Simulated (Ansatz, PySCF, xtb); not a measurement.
Acid–base and redox partners of O[SiH3]. Isolated molecules, 0 K electronic values unless said otherwise. One relaxed conformer stands for each flexible species; it need not be the lowest. Strings in code marks are SMILES.

Quantity: bond dissociation enthalpy (X–H) at 298 K, in kcal/mol. HF references are unrestricted for open shells and restricted for singlets. Enthalpy corrections at 298 K come from GFN2-xTB frequencies (xtb).

Level 1: ωB97X-D3(BJ)/def2-TZVP // B3LYP-D3(BJ)/def2-TZVP (PySCF)
Level 2: M06-2X/6-31G* // B3LYP-D3(BJ)/def2-TZVP (PySCF)
Level 3: SVWN5/6-31G* // B3LYP-D3(BJ)/def2-TZVP (PySCF)
Level 4: HF/cc-pVTZ // B3LYP-D3(BJ)/def2-TZVP (Ansatz, an electronic-structure program)

```csv
species,level 2,level 3,level 4
H atom removed from O1: `[O][SiH3]`,110.1,121.0,82.2
```

Problem. What does level 1 give for each?

Solution. 
- H atom removed from O1: `[O][SiH3]`: 113.3
